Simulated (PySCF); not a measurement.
# Methylaminoethane: calculation and literature

Geometry (Å), atoms numbered from 1 in this order:
```xyz
13

C    -1.8618    0.0247    0.1004
C    -0.4476   -0.4381   -0.1908
N     0.5193    0.5822    0.1343
C     1.8855    0.2055   -0.1180
H    -2.0801    0.9567   -0.4422
H    -2.5995   -0.7362   -0.1944
H    -2.0016    0.2216    1.1764
H    -0.2546   -1.4022    0.3367
H    -0.3499   -0.6681   -1.2675
H     0.4051    0.8684    1.1041
H     2.5658    1.0149    0.1875
H     2.0367    0.0455   -1.1988
H     2.2133   -0.7271    0.3946
```

PySCF 2.14 calculation with PBE0/pcSseg-1 with gauge-including orbitals and geometry: PBE0-D3(BJ)/def2-SVP; one computed conformer, isolated molecule, equivalent nuclei averaged, no relativistic terms.

Reference values: measured (solution, not stated per compound (mostly CDCl3 or CCl4); Pretsch, Buehlmann, Badertscher, Structure Determination of Organic Compounds, 4th ed. (2009)).
```json
{"atoms": "C2", "quantity": "δ ¹³C", "reference": "45.9", "computed": "48.9", "computed, scaled": "46.6"}
{"atoms": "C1", "quantity": "δ ¹³C", "reference": "14.3", "computed": "17.9", "computed, scaled": "16.6"}
```

Computed shifts are σ(ref) − σ with the named reference compound (TMS for H and C) calculated as an isolated molecule at the same level. The measured values may be among those fitted. Shieldings were converted by linear fits to measured shifts (mostly CDCl3, TMS scale, for H and C): ¹³C (scatter 1.9 ppm rms, 2.3 ppm with the 23 outliers that the fit left out). A few per cent of atoms miss by over 2 rms, more outside the fitted compound classes.

**Question.** How far are the unscaled ¹³C shifts from the references?

**Answer.** Mean signed difference +3.30 ppm, mean absolute 3.30 ppm over 2 comparisons; the largest is +3.6 ppm at C1 (methyl carbon).
